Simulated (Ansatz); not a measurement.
# Black phosphorus

These are LDA in Ansatz (PAW) values and carry that method's errors.

Run with plane-wave cutoff 520 eV, 10×10×8 k mesh (along the axes of the cell as run), Fermi–Dirac smearing 0.01 eV, scalar-relativistic PAW data made under PBE.

Cell (relaxed at this level):

```cif
data_P8
_chemical_formula_sum 'P8'
_space_group_name_H-M_alt 'Cmce'
_space_group_IT_number 64
_space_group_name_Hall '-C 2ac 2'
_cell_length_a 3.31067
_cell_length_b 10.16011
_cell_length_c 4.11608
_cell_angle_alpha 90.000
_cell_angle_beta 90.000
_cell_angle_gamma 90.000
loop_
_atom_site_label
_atom_site_type_symbol
_atom_site_symmetry_multiplicity
_atom_site_Wyckoff_symbol
_atom_site_fract_x
_atom_site_fract_y
_atom_site_fract_z
_atom_site_occupancy
P1 P 8 f 0.00000 0.10665 0.07056 1
```
(The calculation used a cell of 4 atoms; values per cell refer to that cell.)

```yaml
band_gap: zero (no gap)
```

Measured, for comparison: band gap 0.35 eV (temperature not stated, no zero-point or thermal correction; as tabulated in Das et al. (2018), arXiv:1807.05623). Computed (rounded) less measured: band gap -0.35 eV.

Note: this level leaves the solid without a gap, although one is measured.

Computed values are for the static lattice.

Ansatz is a quantum-chemistry and plane-wave program.
